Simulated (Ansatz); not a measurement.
C$_{4}$H$_{9}$N, SMILES `CN1CCC1`, relaxed with RKS PBE-D4/def2-SVP in Ansatz 0.2.0 from a rough embedded geometry. The force threshold is 0.03 eV/Å; the program also tests the step.

Charge 0, multiplicity 1.

Start:

```xyz
14

C     0.589   -0.070    1.576
N    -0.110    0.553    0.543
C     0.734    0.551   -0.666
C    -0.585    0.137   -1.529
C    -1.021   -0.408   -0.125
H     1.036   -1.081    1.375
H     1.397    0.542    1.967
H    -0.088   -0.288    2.450
H     1.452   -0.223   -0.740
H     1.126    1.520   -0.955
H    -1.167    1.045   -1.800
H    -0.472   -0.548   -2.297
H    -0.783   -1.484    0.061
H    -2.110   -0.246    0.141
```

(1) By how much does the energy fall, and how many steps does the optimiser take? (Best estimate.)

(2) Which bonds change most? (An estimate is asked.)

(3) Give the relaxed structure. (An estimate is asked.)

## Answers

(1) Computed: 59.37 kJ/mol, in 4 steps.

(2) The calculation gave: C3–C4 from 1.630 to 1.547 Å; C4–H12 from 1.035 to 1.106 Å; C3–H9 from 1.058 to 1.122 Å; C1–N2 from 1.395 to 1.439 Å.

(3) Ansatz gave: 
```xyz
14

C     0.621   -0.107    1.686
N    -0.050    0.409    0.521
C     0.693    0.559   -0.738
C    -0.589    0.159   -1.505
C    -1.073   -0.407   -0.148
H     1.109   -1.106    1.512
H     1.409    0.600    2.019
H    -0.097   -0.223    2.524
H     1.506   -0.204   -0.866
H     1.130    1.567   -0.920
H    -1.180    1.032   -1.842
H    -0.477   -0.557   -2.340
H    -0.881   -1.510   -0.069
H    -2.123   -0.213    0.166
```
